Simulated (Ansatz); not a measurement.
C4H5F, SMILES `C=C/C=C\F`, relaxed with RKS PBE0-D4/def2-TZVP in the Gaussian-basis code of Ansatz from a PBE-D4/def2-SVP geometry. The force threshold is 0.005 eV/Å; the program also tests the step.

Total charge 0; spin multiplicity 1.

Start:

```xyz
10

C    -1.675   -0.776    0.355
C    -0.360   -0.626    0.077
C     0.308    0.656   -0.068
C     1.621    0.814   -0.344
F     2.451   -0.231   -0.511
H    -2.129   -1.773    0.455
H    -2.337    0.095    0.491
H     0.272   -1.521   -0.051
H    -0.283    1.579    0.050
H     2.133    1.784   -0.455
```

**Question.** By how much does the energy fall, and how many steps does the optimiser take? (Estimate.)

**Answer.** Computed: 5.82 kJ/mol, in 5 steps.

**Question.** Which bonds change most? (Best estimate.)

**Answer.** Computed: C3–C4 from 1.351 to 1.328 Å; C1–C2 from 1.353 to 1.332 Å; C4–H10 from 1.102 to 1.083 Å; C2–H8 from 1.103 to 1.086 Å.

**Question.** Give the relaxed structure. (Best estimate.)

**Answer.** The calculation gave: 
```xyz
10

C    -1.652   -0.765    0.350
C    -0.355   -0.632    0.077
C     0.307    0.646   -0.068
C     1.596    0.812   -0.338
F     2.429   -0.220   -0.508
H    -2.110   -1.741    0.451
H    -2.295    0.100    0.481
H     0.261   -1.517   -0.048
H    -0.278    1.551    0.051
H     2.096    1.766   -0.448
```
